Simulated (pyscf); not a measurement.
Optimised with ωB97X-D3(BJ)/def2-SVP in PySCF.

Q: PBE/def2-TZVP puts the barrier of F–W(F)(F)(F)=Se + hydrogen chloride (HCl) → F–W(F)(F)(F)(Cl)–SeH (addition across a multiple bond or ene-type step; singlet surface; Cl–H broken, H–Se, Cl–W formed) at 87.3 kJ/mol and the reaction energy at +20.9 kJ/mol, from the separated reactants. What do B3LYP-D3(BJ)/def2-TZVP, PBE0-D3(BJ)/def2-TZVP, ωB97M-D3(BJ)/def2-TZVP give on the same structures?

A: B3LYP-D3(BJ): ΔE‡ = 108.3 kJ/mol, ΔE = +26.3 kJ/mol; PBE0-D3(BJ): ΔE‡ = 97.3 kJ/mol, ΔE = +19.5 kJ/mol; ωB97M-D3(BJ): ΔE‡ = 123.9 kJ/mol, ΔE = +32.9 kJ/mol. PBE's barrier lies under all of them, by 10.0 to 36.6 kJ/mol. Its reaction energy lies among theirs. Low barriers are usual for a GGA, whose delocalisation error favours stretched bonds. On the product side the descent ends in a point that may be a rotor saddle (no frequency run), 7.3 kJ/mol over the lowest minimum found and 88.3 kJ/mol under the saddle at ωB97X-D3(BJ)/def2-TZVP. At ωB97X-D3(BJ)/def2-TZVP the barrier from the zero used here is 99.3 kJ/mol. One saddle was located; it need not be the lowest between these sides. Elements up to Kr have no core potential and no relativistic terms here. Elements past Kr carry the def2 core potentials, without spin-orbit coupling.
